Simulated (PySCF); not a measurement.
C3H5O2 (doublet state).
Cartesian coordinates in Å at the GFN2-xTB level; atoms count from 1:
```
atom  x, y, z in Å
C1     1.955    0.155    0.057
C2     0.658   -0.182    0.539
O3     0.419   -0.853    1.528
O4    -0.323    0.339   -0.243
C5    -1.645    0.050    0.168
H6     2.059    0.753   -0.829
H7     2.822   -0.195    0.584
H8    -2.302    0.531   -0.552
H9    -1.811   -1.031    0.180
H10   -1.824    0.436    1.174
```

The hyperfine couplings belong to this conformer and change with its torsions.

The species is `[CH2]C(=O)OC` [radical].

Computed with UKS B3LYP, pcH-1 on C H O, non-relativistic, mean-field spin-orbit, GIAO in PySCF. One conformer (not necessarily the lowest) at the GFN2-xTB geometry, without solvent, vibrations or thermal averaging. A GFN2-xTB geometry isn't a minimum of the functional, and hyperfine couplings can be far from their values at a DFT geometry. Stability of the SCF solution: not tested.

Give the principal g shifts and their parts.

| Δg (ppm) | 1 | 2 | 3 |
| --- | --- | --- | --- |
| relativistic mass correction | -174 | -174 | -174 |
| gauge correction | -5 | 36 | 40 |
| orbital Zeeman/spin–orbit | 6 | 1670 | 3445 |
| total | -172 | 1533 | 3311 |

So g = 2.00215, 2.00385, 2.00563 and g_iso = 2.00388; the tensor is rhombic: the two nearest values differ by 49 % of g3 − g1. Axes: g2 points within 1° of the C1–H7 bond.

At 9.591 GHz, how far is the centre of the isotropic spectrum from where a free electron (g = 2.002319) resonates?

B = hν/(g μB) with μB/h = 13.99624 MHz/mT gives 342.23 mT for the free electron and 341.96 mT at g_iso, 0.27 mT lower.

What effective moment and Curie constant follow for a powder?

With the mean of g² = 4.0155 and S(S+1) = 0.75: μ_eff = √(⟨g²⟩S(S+1)) = 1.735 μB and χT = 0.12505·⟨g²⟩·S(S+1) = 0.377 cm³ K/mol (cgs; spin-Hamiltonian part alone).

In a frozen sample, at which fields do the three g values resonate at 9.5, 34, 94 and 263 GHz (hyperfine left aside), and which band first spreads them over more than twice a line width of 1.0 mT?

```tsv
band	GHz	B(g3) mT	B(g2) mT	B(g1) mT	spread mT
X	9.5	338.42	338.72	339.01	0.59
Q	34.0	1211.20	1212.28	1213.31	2.11
W	94.0	3348.62	3351.59	3354.44	5.83
J	263.0	9369.00	9377.32	9385.30	16.30
```

The spread grows in proportion to the frequency. Q band is the first where it exceeds 2.0 mT.

The largest Mulliken spin populations are on C1 (+0.95), O3 (+0.19) and C2 (-0.10). The angles at C1 add up to 360.0°, so it is planar; its axial dipolar tensor and the negative couplings of its protons fit spin in a p orbital normal to that plane.

The HOMO–LUMO gaps are 8.18 eV among the α and 4.14 eV among the β orbitals.

On one thread of an Arm Neoverse V1 (shared host), this took 18 s (grids of density and orbitals included) and 0.61 GiB of memory at its peak.
